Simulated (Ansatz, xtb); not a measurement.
Two isomers of C4H5NO

We compare a, `C[C@H](C#N)C=O`, a singlet, with b, `C#CCC(N)=O`, a singlet. Both are isolated molecules in the gas phase, relaxed with B3LYP-D3(BJ)/def2-SVP; the shapes shown needn't be the lowest conformers.

a (Å):

```xyz
11

C     0.0191   -0.3076   -0.7336
C    -0.5415   -1.1752    0.3985
C    -1.5334   -0.4814    1.2262
C     0.5642   -1.7591    1.2965
N    -2.2926    0.0758    1.9008
O     1.7252   -1.7437    0.9963
H    -0.7834    0.0142   -1.4113
H     0.7642   -0.8829   -1.2991
H     0.5165    0.5838   -0.3256
H    -1.0539   -2.0622   -0.0258
H     0.2000   -2.2258    2.2459
```

b (Å):

```
atom    x (Å)    y (Å)    z (Å)
   C  -0.9746   2.4096   1.2351
   C  -0.2685   1.7541   0.4997
   C   0.5699   0.9367  -0.3686
   C   0.5252  -0.5914  -0.1519
   N  -0.2985  -1.0236   0.8349
   O   1.2026  -1.3229  -0.8454
   H  -1.5938   3.0064   1.8781
   H   1.6291   1.2276  -0.2711
   H   0.3095   1.1021  -1.4273
   H  -0.3575  -2.0191   1.0104
   H  -0.8457  -0.3773   1.3895
```

Estimate which is lower in electronic energy at CCSD(T)/def2-SVP + ΔMP2/def2-TZVPP, and by roughly how much.

The CCSD(T)/def2-SVP + ΔMP2/def2-TZVPP calculation puts structure a lower, by 0.634 eV.

The same difference at several levels:

```tsv
level	geometry	E(b) − E(a) (eV)	departure from the last row (eV)	job, with rough time for the two
GFN2-xTB	GFN2-xTB	+0.047	−0.587	optimisation, 0.19 s
HF/STO-3G	GFN2-xTB	+2.011	+1.377	single point, 0.34 s
r2SCAN-D4/def2-SVP	GFN2-xTB	+0.417	−0.217	single point, 2.3 s
B3LYP-D3(BJ)/def2-SVP	B3LYP-D3(BJ)/def2-SVP	+0.498	−0.136	optimisation, 60 s
HF/def2-SVP	B3LYP-D3(BJ)/def2-SVP	+0.668	+0.034	part of the CCSD(T) run
MP2/def2-SVP	B3LYP-D3(BJ)/def2-SVP	+0.810	+0.175	part of the CCSD(T) run
CCSD(T)/def2-SVP	B3LYP-D3(BJ)/def2-SVP	+0.853	+0.219	single point
CCSD(T)/def2-SVP + ΔMP2/def2-TZVPP	B3LYP-D3(BJ)/def2-SVP	+0.634		single point, 25 s
```

As drawn, b has 1 C≡C, 1 C–N, 2 N–H in place of 1 C–C, 1 C≡N, 2 C–H.

None of the levels shown reverses the order. The largest departure from CCSD(T)/def2-SVP + ΔMP2/def2-TZVPP is that of HF/STO-3G, 1.377 eV. The last row adds to CCSD(T) the change of the MP2 difference between the two basis sets, here −0.219 eV, a large step that makes the value less sure.

With harmonic frequencies from B3LYP-D3(BJ)/def2-SVP (ideal gas, rigid rotor, one conformer each, 298.15 K, 1 atm): on the last row, ΔE + ΔZPE = +0.645 eV. A mode under 50 cm⁻¹ makes harmonic enthalpies and free energies unreliable, so none is given.

The correlated steps freeze 6 core orbitals. Programs: Ansatz 0.2.0, xtb 6.7.1; the last row on 2 threads of Intel(R) Xeon(R) Platinum 8375C CPU @ 2.90GHz (Ice Lake) on a shared host.
